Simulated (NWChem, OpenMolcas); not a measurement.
# How methods differ on PF3 (phosphorus trifluoride)

The species is PF3 (4 atoms), meant as a singlet with charge 0. SMILES: `FP(F)F`. Geometry: relaxed at PBE0-D4/def2-TZVP.

```xyz
4

F     0.8344   -0.6632    0.8745
P    -0.2975    0.3146    0.3923
F    -1.0619   -0.6965   -0.5369
F     0.5250    1.0452   -0.7300
```

Each level gives the energy change with the P2–F4 bond stretched from 1.572 to 2.357 Å (eV). The values are calculated.

```tsv
level	kind	program	value (eV)
HF/6-311+G** (restricted)	Hartree–Fock	NWChem	3.43
r2SCAN/6-311+G** (restricted)	meta-GGA	NWChem	2.44
BHLYP/6-311+G** (restricted)	global hybrid	NWChem	?
M06-2X/6-311+G** (restricted)	hybrid meta-GGA	OpenMolcas	2.94
PBE0/6-311+G** (restricted)	global hybrid	OpenMolcas	?
B2PLYP/6-311+G** (restricted)	double hybrid	OpenMolcas	2.47
MP2/6-311+G** (restricted)	perturbation theory	NWChem	2.63
CCSD(T)/6-311+G** (restricted)	coupled cluster or CI	NWChem	2.61
```

(1) Estimate what the levels marked ? give.

Answers

(1) As computed at these levels: BHLYP/6-311+G** (restricted): 2.96 eV; PBE0/6-311+G** (restricted): 2.64 eV. The first shape isn't each level's own minimum. The values span 2.44 to 3.43 eV.
